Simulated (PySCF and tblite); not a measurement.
Values are calculated unless marked as measured or tabulated.
C₆H₁₀, numbered as in [CH2:1]1[CH2:2][C@H:3]2[CH2:4][C@H:5]2[CH2:6]1.

Level: PBE0-D3(BJ)/def2-TZVP (IEF-PCM, dichloromethane)//GFN2-xTB, thermal terms from GFN2-xTB, symmetry numbers and mirror pairs counted. Conformers within 3 kcal/mol (GFN2-xTB free energy) were kept, 10 at most. Of two unlike H on one atom, a is the less shielded (PBE0/pcSseg-1 (IEF-PCM, dichloromethane)). Run with PySCF (density fitting) and tblite.

An NOE distance is ⟨r⁻⁶⟩^(−1/6) over all pairs of like atoms and, for the average, over conformers.

The 5-ring runs over atoms 1–2–3–5–6.

```csv
conformer,shape,weight %
1,"5-ring envelope (ring torsions 17, 0, -17, 27, -27°)",99.6
2,"5-ring envelope (ring torsions -18, 0, 18, -28, 28°)",0.4
```

(1) Which H–H contacts under 3.5 Å would NOEs report (pairs on one atom left out) at 298.15 K?

Results:

(1) 
```
             pair  in 1 (Å)  in 2 (Å)  average (Å)
      H1b ··· H4b      2.31      3.75         2.31
  H1b ··· H2b/H6b      2.37      2.40         2.37
  H1a ··· H2a/H6a      2.39      2.36         2.39
    H3/H5 ··· H4a      2.53      2.53         2.53
  H1a ··· H2b/H6b      2.74      3.03         2.74
H2a/H6a ··· H3/H5      2.75      2.71         2.74
  H2b/H6b ··· H4b      2.91      2.45         2.90
  H1b ··· H2a/H6a      3.03      2.74         3.03
H2b/H6b ··· H3/H5      3.03      3.22         3.03
    H3/H5 ··· H4b      3.10      3.10         3.10
```

Longer pairs under the limit may be missing.
